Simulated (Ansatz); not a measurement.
Abridged output of a molecular run in Ansatz:

```
Functional definition: HF
  name "HF"
  cite "Fock, Z. Phys. 61, 126 (1930) doi:10.1007/BF01340294"
  parent pbe
  exchange = exact_x
  correlation = 0
1653 factors; integrals over basis functions are off by at most 9.4e-4 eV
mean field evaluation 1: about -8289.2934 eV, gradient 4.5e1 eV
mean field evaluation 2: about -8289.6201 eV, gradient 4.5e1 eV
mean field evaluation 4: about -8294.0373 eV, gradient 6.1e0 eV
mean field evaluation 8: about -8294.1477 eV, gradient 5.3e-1 eV
mean field evaluation 16: about -8294.1499 eV, gradient 2.4e-6 eV
mean field -8294.14989836 eV, -304.8043867880 hartree, gradient 2.4e-6 eV, S^2 0.000000; 0 other end points of the search recorded, 0 dependent functions left out
6 core orbitals not correlated: weight in the atoms' cores, before any rotation towards them, 1.000 or more for the frozen orbitals, at most 0.000 for the correlated occupied ones
reference -8294.14989836 eV, -304.8043867880 hartree; 17, 17 occupied and 247, 247 virtual orbitals, 1653 factors
second order -30.46977286 eV of doubles, -0.00000000 eV of singles
cycle   1  -30.19135567 eV  change    2.8e-1 eV  update   1.4e-1
cycle   2  -30.96814349 eV  change   -7.8e-1 eV  update   4.4e-2
cycle   3  -31.17529426 eV  change   -2.1e-1 eV  update   2.5e-2
cycle   4  -31.15845554 eV  change    1.7e-2 eV  update   7.7e-3
cycle   5  -31.15158528 eV  change    6.9e-3 eV  update   3.8e-3
cycle   6  -31.15393693 eV  change   -2.4e-3 eV  update   1.2e-3
cycle   7  -31.15357566 eV  change    3.6e-4 eV  update   4.9e-4
cycle   8  -31.15331123 eV  change    2.6e-4 eV  update   1.6e-4
cycle   9  -31.15344446 eV  change   -1.3e-4 eV  update   6.2e-5
cycle  10  -31.15346970 eV  change   -2.5e-5 eV  update   3.1e-5
perturbative correction -1.42022773 eV, -0.0521924066 hartree
Total energy: -8326.72359579 eV, -306.0014480893 hartree
```

Its atoms:

```xyz
12

C    -0.3873   -1.3268   -1.2777
C    -0.2910   -0.4789   -0.0456
O    -0.8858   -0.8167    0.9881
C     0.4985    0.7226   -0.0901
C     0.5893    1.4962    1.0232
O    -0.0039    1.2162    2.1538
H    -1.0102   -2.1975   -1.0831
H    -0.8119   -0.7454   -2.1006
H     0.6094   -1.6475   -1.5923
H     1.0159    1.0138   -0.9930
H     1.1726    2.4140    1.0431
H    -0.4956    0.3499    1.9742
```

Task: Which basis set was used?
A. def2-SVPD
B. cc-pV(Q+d)Z
C. def2-TZVPP
D. def2-SVP

Result: C. It gives 270 functions.

Task: Write the keys of the input that set method, charge and spin (a neutral closed shell needs none for the last two).

Result: 
```yaml
correlation: {method: ccsd_t}
```
